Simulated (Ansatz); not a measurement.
**Ligand exchange: C2H4S + SiH3(SiH3) → C2H6Si + SiH3(SH)**

Species: C2H4S `C=CS`, singlet; SiH3(SiH3) (disilane), singlet; C2H6Si (vinylsilane) `C=C[SiH3]`, singlet; SiH3(SH) (sulfanylsilane), singlet. The partners trade SH for SiH3: C–SH and Si–SiH3 bonds give way to C–SiH3 and Si–SH.

Shapes, held fixed at every level: PBE0-D4/def2-TZVP. Flexible molecules stand in one conformer, not always the lowest. Programs: Ansatz 0.2.0. Electronic energies: no zero-point or thermal term.

**Question.** Estimate ΔE of this reaction.

**Answer.** The highest level, CCSD(T)/CBS estimate, gives ΔE = -92.2 kJ/mol; the levels span -97.9 to -70.4. The column of differences is taken from that level and isn't an error. No measured value is set beside it here. The CBS estimate extrapolates MP2 from def2-TZVPP and def2-QZVPP and adds CCSD(T) − MP2 in the triple-zeta set, cores frozen. Times are processor times on shared x86 and Arm servers, and rough.

```csv
level,kind,ΔE (kJ/mol),less CCSD(T)/CBS estimate,CPU time (sum over the molecules)
PBE-D4/def2-TZVPP,GGA,-70.4,+21.8,12 s
r2SCAN-D4/def2-TZVPP,meta-GGA,-81.7,+10.5,20 s
PBE0-D4/def2-TZVPP,global hybrid,-78.4,+13.8,14 s
wB97M-V/def2-TZVPP,range-separated hybrid,-94.1,-1.9,44 s
B2PLYP/def2-TZVPP,double hybrid,-90.3,+1.9,20 s
MP2/def2-TZVPP,perturbation theory,-97.9,-5.7,–
CCSD/def2-TZVPP,coupled cluster or CI,-92.7,-0.5,–
CCSD(T)/CBS estimate,coupled cluster or CI,-92.2,0.0,2.4 min
```
